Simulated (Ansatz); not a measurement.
**BSiH2 (doublet): the correlation ladder, cc-pVTZ**

One table from this session's results is given with a row withheld; the runs are named, their logs left out.

Method: cc-pVTZ, core rule «outside noble gas», up to 6 orbitals frozen; program: Ansatz 0.2.0, Gaussian basis.

To be run: UHF; CCSD(T) on ROHF; CCSD(T) on UHF; BCCD(T) on ROHF; CCSDT(Q) on ROHF; CCSDT(Q) on UHF; CASSCF and MRCISD+Q, 9 electrons in 10 orbitals; CASSCF and NEVPT2, 9 electrons in 10 orbitals.

5 further runs of the same task are left out: 2 for a known fault of the program, 3 set aside as unsound or not needed.

### The system

The geometry is a PBE0/def2-TZVP stationary point (not a proven minimum).

4 atoms, charge 0, spin multiplicity 2.

Atoms are counted from 1 here; the program's logs count them from 0.

Bond lengths: Si1–B2 1.925 Å, B2–H3 1.203 Å, B2–H4 1.203 Å. Angles: Si1–B2–H3 121.5°, Si1–B2–H4 121.5°, H3–B2–H4 117.1°.

Set-up of the first run:

The input, in.yaml:

```yaml
crystal:
  periodic: [false, false, false]
  atoms:
    - {symbol: Si, position_ang: [0.000000, 0.000000, 0.634524]}
    - {symbol: B, position_ang: [0.000000, 0.000000, -1.290679]}
    - {symbol: H, position_ang: [0.000000, -1.025810, -1.918468]}
    - {symbol: H, position_ang: [0.000000, 1.025810, -1.918468]}
basis:
  gaussian: {orbitals: cc-pVTZ}
magnetization: {spin_polarized: true, initial_magnetization: 1}
hamiltonian: {xc: hf}
output: {orbitals: {seedname: orbitals}}
```

Run with:

```console
ansatz run in.yaml --threads 1 --pin off --events-out ev --progress --plain --max-ram 2816MiB --backend cpu
```

Steps of the session up to this table: UHF; CCSD(T) on ROHF; CCSD(T) on UHF; BCCD(T) on ROHF; CCSDT(Q) on ROHF; CCSDT(Q) on UHF; CASSCF and MRCISD+Q, 9 electrons in 10 orbitals; CASSCF and NEVPT2, 9 electrons in 10 orbitals.

One table of the session follows, with a row left open; its other results are not shown here.

It belongs to the step «Misses and costs». 

```
          method  from UCCSDT(Q) (kJ/mol)
            ROHF                   +598.3
             UHF                   +587.3
            RMP2                   +117.9
            UMP2                   +120.4
           RCCSD                    +27.0
           UCCSD                    +26.6
        RCCSD(T)                     +4.8
        UCCSD(T)                     +4.8
         BCCD(T)                     +4.6
          RCCSDT                     +1.1
          UCCSDT                     +1.1
       RCCSDT(Q)                     +0.1
       UCCSDT(Q)                        0
  CASSCF valence                   +386.4
  NEVPT2 valence                   +105.1
  MRCISD valence                        ?
MRCISD+Q valence                     +5.9
```

Estimate the missing values for MRCISD valence.

**Answer.** from UCCSDT(Q) (kJ/mol): +31.5. In the column «from UCCSDT(Q) (kJ/mol)» it lies between RCCSD (+27.0) and NEVPT2 valence (+105.1).

Limits of these values: Restricted and unrestricted rows rest on different reference determinants; where their highest levels disagree by more than a few hundredths of an eV, they describe different states and don't form one ladder.
